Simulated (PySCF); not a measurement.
# SiH3Cl (chlorosilane): levels of theory compared

We compute a comparison of 6 runs (B2PLYP/STO-3G, UMP2/STO-3G, CCSDT/STO-3G, NEVPT2(2,2)/STO-3G, QCISD(T)/STO-3G, FCI/STO-3G) of SiH3Cl (chlorosilane). Input form: a Python script.

The calculation is run with PySCF 2.14.0.

4 further runs of the same task are left out: 4 set aside as unsound or not needed.

### 1 Starting point

The species is SiH3Cl (5 atoms), meant as a singlet with charge 0. As SMILES, `[SiH3]Cl`. The Si1–H3 distance was set to 4.146 Å, away from the relaxed value. At this shape a bond of the SMILES string is far longer than usual.

Bond lengths: Si1–Cl2 2.054 Å, Si1–H4 1.481 Å, Si1–H5 1.481 Å. Angles: Cl2–Si1–H4 108.5°, Cl2–Si1–H5 108.5°, H4–Si1–H5 110.4°.

### 2 A single-point energy at B2PLYP/STO-3G (run 1)

File run.py:

```python
from pyscf import gto, dft, mp

molecule = gto.M(
    atom='''
Si       1.398037       0.931030      -2.028922
Cl       3.348337       0.398930      -1.668122
H       -0.950900      -0.488300       1.079100
H        0.975337       0.326730      -3.312922
H        1.319237       2.407830      -2.102722
''',
    max_memory=1860,
    spin=0,
    verbose=4,
    basis='sto-3g',
    charge=0,
)

mf = dft.RKS(molecule, xc='0.53*HF + 0.47*B88, 0.73*LYP')
mf.grids.level = 5
mf.conv_tol = 1e-10
mf.kernel()
if not mf.converged:
    mf = mf.newton().run(mf.mo_coeff, mf.mo_occ)

pt = mp.MP2(mf, frozen=10).run()
e_tot = mf.e_tot + 0.27 * pt.e_corr
print('PT2 part  %.8f' % (0.27 * pt.e_corr))
print(f'total energy: {e_tot:.8f} hartree')
```

Launch:

```console
$ OMP_NUM_THREADS=1 python run.py
```

Standard output:

```text
PySCF version 2.14.0

[... 93 lines left out ...]
converged SCF energy = -742.500294186226
[... 1 line left out ...]
******** <class 'pyscf.mp.mp2.RMP2'> ********
nocc = 7, nmo = 11
frozen orbitals 10
E(RMP2) = -742.896573743085  E_corr = -0.396279556859886
E(SCS-RMP2) = -742.969224064237  E_corr = -0.468929878011101
E_corr(same-spin) = -0.00762183487011032
E_corr(oppo-spin) = -0.388657721989776
PT2 part  -0.10699548
total energy: -742.60728967 hartree
```

It took 4.2 s on 1 thread of Intel Xeon Platinum 8488C (Sapphire Rapids), shared host; peak memory 0.21 GiB.

### 3 The energy at UMP2/STO-3G (run 2)

File mol.xyz:

```xyz
5
ClH3Si
Si     1.398037     0.931030    -2.028922
Cl     3.348337     0.398930    -1.668122
H     -0.950900    -0.488300     1.079100
H      0.975337     0.326730    -3.312922
H      1.319237     2.407830    -2.102722
```

File input.py:

```python
from pyscf import gto, scf, mp

molecule = gto.M(
    atom='mol.xyz',
    basis='sto-3g',
    spin=0,
    charge=0,
    verbose=3,
    max_memory=1860,
)

calc0 = scf.UHF(molecule)
calc0.conv_tol = 1e-10
calc0.kernel()
if not calc0.converged:
    calc0 = calc0.newton().run(calc0.mo_coeff, calc0.mo_occ)
for _ in range(3):
    mo, _, stable, _ = calc0.stability(return_status=True)
    if stable:
        break
    calc0.kernel(calc0.make_rdm1(mo, calc0.mo_occ))

pt = mp.MP2(calc0, frozen=10).run()
etot = pt.e_tot
print('E = %.10f Eh' % etot)
```

Launch:

```console
$ OMP_NUM_THREADS=1 python input.py
```

Standard output:

```text
converged SCF energy = -741.579036823455  <S^2> = 5.3645977e-13  2S+1 = 1
<class 'pyscf.scf.uhf.UHF'> wavefunction has an internal instability
converged SCF energy = -741.809102143451  <S^2> = 1.0007557  2S+1 = 2.2367438
<class 'pyscf.scf.uhf.UHF'> wavefunction is stable in the internal stability analysis
E(UMP2) = -741.843026598466  E_corr = -0.033924455014951
E(SCS-UMP2) = -741.848306808992  E_corr = -0.0392046655411403
E = -741.8430265985 Eh
```

It took 0.7 s on 1 thread of Intel Xeon Platinum 8488C (Sapphire Rapids), shared host; peak memory 0.12 GiB.

Runs 3 to 4 aren't shown in full; the table further down has their settings and results.

### 4 A single-point energy at QCISD(T)/STO-3G (run 5)

File input.py:

```python
from pyscf import gto, cc

mol = gto.M(
    atom='''
Si     2.641907     1.759392    -3.834107
Cl     6.327440     0.753868    -3.152294
H     -1.796941    -0.922753     2.039203
H      1.843120     0.617430    -6.260515
H      2.492997     4.550139    -3.973569
''',
    charge=0,
    basis='sto-3g',
    verbose=4,
    max_memory=1860,
    unit='bohr',
)

calc0 = mol.RHF()
calc0.conv_tol = 1e-10
calc0.kernel()
if not calc0.converged:
    calc0 = calc0.newton().run(calc0.mo_coeff, calc0.mo_occ)

mycc = cc.QCISD(calc0, frozen=10)
mycc.kernel()
e_t = mycc.qcisd_t()
e_tot = mycc.e_tot + e_t
print('Final energy', e_tot)
```

Launch:

```console
$ OMP_NUM_THREADS=1 python input.py
```

Standard output:

```text
PySCF version 2.14.0

[... 63 lines left out ...]
converged SCF energy = -741.579036846662
[... 11 lines left out ...]
Init t2, MP2 energy = -741.811187693621  E_corr(MP2) -0.232150846959032
[... 15 lines left out ...]
QCISD converged
[... 2 lines left out ...]
Final energy -741.8624642615792
```

Wall time 0.74 s (1 thread of Intel Xeon Platinum 8488C (Sapphire Rapids), shared host); peak memory 0.12 GiB.

### 5 A single-point energy at FCI/STO-3G (run 6)

File job.py:

```python
from pyscf import gto, mcscf
from pyscf import fci

mol = gto.Mole()
mol.atom = [
    ('Si', (1.398037, 0.931030, -2.028922)),
    ('Cl', (3.348337, 0.398930, -1.668122)),
    ('H', (-0.950900, -0.488300, 1.079100)),
    ('H', (0.975337, 0.326730, -3.312922)),
    ('H', (1.319237, 2.407830, -2.102722)),
]
mol.max_memory = 1860
mol.verbose = 4
mol.basis = 'sto-3g'
mol.build()

mf = mol.RHF()
mf.conv_tol = 1e-10
mf.kernel()
if not mf.converged:
    mf = mf.newton().run(mf.mo_coeff, mf.mo_occ)

cas = mcscf.CASCI(mf, mf.mo_coeff.shape[-1] - 10, (mol.nelec[0] - 10, mol.nelec[1] - 10))  # full CI above the frozen core
cas.fcisolver = fci.direct_spin0.FCI(mol)  # even spin states alone
cas.kernel()
print('<S^2> = %.4f' % cas.fcisolver.spin_square(cas.ci, cas.ncas, cas.nelecas)[0])
e_tot = cas.e_tot
print('E(%s) = %.9f' % ('FCI', e_tot))
```

Launch:

```console
$ OMP_NUM_THREADS=1 python job.py
```

Standard output:

```text
PySCF version 2.14.0

[... 63 lines left out ...]
converged SCF energy = -741.579036823455
[... 1 line left out ...]
******** <class 'pyscf.mcscf.casci.CASCI'> ********
CAS (7e+7e, 11o), ncore = 10, nvir = 0
natorb = False
canonicalization = True
sorting_mo_energy = False
******** <class 'pyscf.fci.direct_spin0.FCISolver'> ********
max. cycles = 100
conv_tol = 1e-10
davidson only = False
linear dependence = 1e-14
level shift = 0.001
max iter space = 12
nroots = 1
pspace_size = 400
spin = None
Density matrix diagonal elements [1.99802777 1.97885996 1.97378285 1.97885831 1.9925551  1.99093356
 1.04299667 0.96565086 0.02285533 0.02978614 0.02569344]
CASCI converged
CASCI E = -741.860092938330  E(CI) = -34.1069272040605  S^2 = 0.0000000
<S^2> = 0.0000
E(FCI) = -741.860092938
```

Run time: 1.8 s. Hardware: 1 thread of Intel Xeon Platinum 8488C (Sapphire Rapids), shared host; peak memory 0.14 GiB.

### 6 The series

| run | level | integration grid | follow instability | energy (Eh) | dipole moment (D) of the reference | HOMO energy (eV) | LUMO energy (eV) | wall time |
| --- | --- | --- | --- | --- | --- | --- | --- | --- |
| 1 | B2PLYP/STO-3G | 5 | – | -742.607290 | 2.32 | -3.33 | -1.13 | 4.2 s |
| 2 | UMP2/STO-3G | – | yes | -741.843027 | 3.11 | -7.50 | 4.89 | 0.7 s |
| 3 | CCSDT/STO-3G | – | – | -741.859805 | 2.56 | -3.72 | 0.30 | 1 s |
| 4 | NEVPT2(2,2)/STO-3G | – | – | -741.845874 | 2.56 | -3.72 | 0.30 | 0.72 s |
| 5 | QCISD(T)/STO-3G | – | – | -741.862464 | 2.56 | -3.72 | 0.30 | 0.74 s |
| 6 | FCI/STO-3G | – | – | -741.860093 | 2.56 | -3.72 | 0.30 | 1.8 s |

### 7 Summary of results

| quantity | value |
| --- | --- |
| run 6: total energy | -741.86009 Eh |
| run 6: dipole moment (Hartree–Fock density) | 2.56 D |
| run 6: HOMO energy (Hartree–Fock orbitals) | -3.72 eV |
| run 6: LUMO energy (Hartree–Fock orbitals) | 0.30 eV |
| run 6: HOMO–LUMO gap (Hartree–Fock orbitals) | 4.01 eV |
| run 6: correlation energy (10 core orbitals frozen) | -281.1 mEh |

**Reading.** Against full CI in this basis: UMP2 +17.1 mEh; CCSDT +0.3 mEh; QCISD(T) -2.4 mEh. In runs 1, 2, 3, 4, 5, 6 the basis is minimal, so the values are rough. In runs 1, 5 a closed-shell determinant meets a far-stretched bond, which it describes badly. Spin contamination of the reference: run 2 ⟨S²⟩ = 1.00. Where it is this large, the reference is a mixture of spin states, and values that rest on it are in doubt. All runs together took 9.1 s, the longest 4.2 s.
